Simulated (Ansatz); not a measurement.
# BClFH3: the cost of one run

All numbers below are computed with Ansatz 0.2.0 (RKS B3LYP/6-31G*).

1 further run of the same task is left out (it didn't finish).

### Step 1. The system as given

Bond lengths: B1–Cl2 2.210 Å, B1–H3 1.190 Å, B1–H4 1.190 Å, B1–F5 1.620 Å, Cl2–H6 1.365 Å. Angles: B1–Cl2–H6 61.1°, Cl2–B1–H3 120.0°, Cl2–B1–H4 120.0°, Cl2–B1–F5 71.6°, H3–B1–H4 120.0°, H3–B1–F5 97.0°, H4–B1–F5 101.2°.

Structure file:

```xyz
6

B     0.0000    0.0000    0.0000
Cl    0.0000    0.0000    2.2100
H     1.0305    0.0000   -0.5950
H    -1.0305    0.0000   -0.5950
F     0.0677   -1.5359    0.5108
H     0.0526   -1.1933    1.5499
```

### Step 2. Pulling towards end A

Springs on the bonds that form and break draw the guess towards this end; the thresholds are loose.

input.yaml reads:

```yaml
crystal:
  periodic: [false, false, false]
  atoms:
    - { symbol: B, position_ang: [0.0, 0.0, 0.0] }
    - { symbol: Cl, position_ang: [0.0, 0.0, 2.21] }
    - { symbol: H, position_ang: [1.0305, 0.0, -0.595] }
    - { symbol: H, position_ang: [-1.0305, 0.0, -0.595] }
    - { symbol: F, position_ang: [0.0677, -1.5359, 0.5108] }
    - { symbol: H, position_ang: [0.0526, -1.1933, 1.5499] }
basis:
  gaussian: { orbitals: "6-31G*" }
hamiltonian:
  xc: b3lyp
relax:
  f_tol: 0.15
  max_steps: 25
  restrain:
    - { distance: [0, 4], at: 2.52, k: 30.0 }
    - { distance: [5, 1], at: 2.57, k: 30.0 }
    - { distance: [0, 1], at: 1.86, k: 30.0 }
    - { distance: [5, 4], at: 0.92, k: 30.0 }
```

On the command line:

```sh
> ansatz run input.yaml --threads 1 --pin off --max-ram 2048MiB --backend cpu --events-out ev --progress --plain --runs-dir out
```

**Question.** How long does this run take on 1 thread of Intel Xeon 6975P-C (Granite Rapids), shared host, and how much memory does it need?

About 7.6 s, with a peak of 0.14 GiB.
